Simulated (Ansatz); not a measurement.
A search over several starts for the lowest SCF solution of [S4]2- (S4²⁻) at the given spin, in a small basis.

```yaml
crystal:
  periodic: [false, false, false]
  atoms:
    - {symbol: S, position_ang: [-1.493909, 0.858412, 1.724243]}
    - {symbol: S, position_ang: [0.398490, 0.722616, 0.895606]}
    - {symbol: S, position_ang: [0.451846, 0.220452, -1.109133]}
    - {symbol: S, position_ang: [0.643572, -1.801480, -1.510716]}
basis:
  gaussian: {orbitals: def2-SVP, initial_orbitals: start.molden}
total_charge: -2
hamiltonian: {xc: pbe0, dispersion: d4}
output: {orbitals: {seedname: orbitals}}
```

The file start.molden holds the orbitals of an earlier run on this structure, at another level or in another basis.

```sh
$ ansatz run in.yaml --threads 4 --pin off --events-out ev --progress --plain --max-ram 3916MiB
```

It prints (some lines left out):

```
Functional definition: PBE0
642 factors; integrals over basis functions are off by at most 1.2e-3 eV
mean field evaluation 1: about -43310.7835 eV, gradient 9.1e0 eV
mean field evaluation 2: about -43311.1886 eV, gradient 2.6e-1 eV
mean field evaluation 4: about -43311.1955 eV, gradient 5.0e-4 eV
mean field evaluation 8: about -43305.8005 eV, gradient 4.1e1 eV
mean field evaluation 16: about -43311.1955 eV, gradient 1.1e-2 eV
mean field -43311.19551573 eV, -1591.6570778205 hartree, gradient 2.3e-5 eV, S^2 0.000000; 1 other end points of the search recorded, 0 dependent functions left out
reference -43311.19553149 eV, -1591.6570783996 hartree; 33, 33 occupied and 39, 39 virtual orbitals, 642 factors
Total energy: -43311.37219047 eV, -1591.6635704971 hartree
```

Hardware: 4 threads of Intel Xeon Platinum 8488C on a shared host. Wall time 0.45 s.

A multiply charged anion in the gas phase is held together partly by the finite basis. The highest occupied level of the charge -2 singlet lies above zero (up to 4.72 eV). The electron is either unbound and held by the finite basis, or the level is raised by self-interaction error.
